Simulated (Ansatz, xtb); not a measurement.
Loss of H2: C2H5N → C2H3N + H2

Species: C2H5N (N-methylmethanimine) `C=NC`, singlet; C2H3N (isocyanomethane) `[C-]#[N+]C`, singlet; H2 (hydrogen), singlet. 

Shapes, held fixed at every level: PBE0-D4/def2-TZVP. Programs: Ansatz 0.2.0, xtb 6.7.1. The zero-point and thermal change to 298 K, harmonic and unscaled (PBE0-D4/def2-TZVP), is -25.2 kJ/mol.

```
               level                    kind  ΔH(298 K) (kJ/mol)  less CCSD(T)/CBS estimate
            GFN2-xTB          semi-empirical              +178.9                      +81.4
   PBE-D4/def2-TZVPP                     GGA              +115.8                      +18.3
  PBE0-D4/def2-TZVPP           global hybrid              +119.3                      +21.8
  wB97X-V/def2-TZVPP  range-separated hybrid              +103.6                       +6.1
   B2PLYP/def2-TZVPP           double hybrid               +93.4                       -4.1
      MP2/def2-TZVPP     perturbation theory               +93.8                       -3.7
     CCSD/def2-TZVPP   coupled cluster or CI               +94.0                       -3.5
CCSD(T)/CBS estimate   coupled cluster or CI               +97.5                        0.0
```

The highest level, CCSD(T)/CBS estimate, gives ΔH(298 K) = +97.5 kJ/mol; the levels span +93.4 to +178.9. GFN2-xTB strays far from the other rows. The column of differences is taken from that level and isn't an error. No measured value is set beside it here. The CBS estimate extrapolates MP2 from def2-TZVPP and def2-QZVPP and adds CCSD(T) − MP2 in the triple-zeta set, cores frozen; for H2 it overshoots the exact energy by about 1 mEh.
